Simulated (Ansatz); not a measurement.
**Pressure series in C**

The reference is C in the diamond structure (space group Fd-3m, No. 227).

```
C
1.0
    0.00000     1.76587     1.76587
    1.76587     0.00000     1.76587
    1.76587     1.76587     0.00000
C
2
Cartesian
  0.00000   0.00000   0.00000
  0.88294   0.88294   0.88294
```

Cell and atoms are relaxed at each pressure.

Computed with DFT with LDA, PAW potentials and a 420 eV plane-wave cutoff in Ansatz (an electronic-structure program), no spin-orbit coupling.

```csv
pressure (GPa),volume per atom (Å³/atom)
-2,5.530
-1,5.518
0,5.507
0.9,5.496
2.1,5.482
4.5,5.455
9,?
22.5,5.267
30,5.197
```

Question: Fit the third-order Birch–Murnaghan form P(V) = (3B₀/2)[(V₀/V)^(7/3) − (V₀/V)^(5/3)]·[1 + (3/4)(B₀′ − 4)((V₀/V)^(2/3) − 1)] (squares taken in P) to the rows shown and predict the withheld row.

Answer: Least squares on the printed values gives V₀ = 5.507 Å³/atom, B₀ = 469 GPa, B₀′ = 3.5; this predicts 5.405 Å³/atom, and the run gives 5.405 Å³/atom, in agreement.

Measured bulk modulus of C: 454.7 GPa (static lattice; corrected from measurement; as listed in Daniel Mejia-Rodriguez, S. B. Trickey, Phys. Rev. B (2018)); the computed value is 3 % above it.

Load acts through the strain it causes; cell and atoms are relaxed under it. Whether these cells are dynamically stable was not tested. No other phases were tried under pressure.
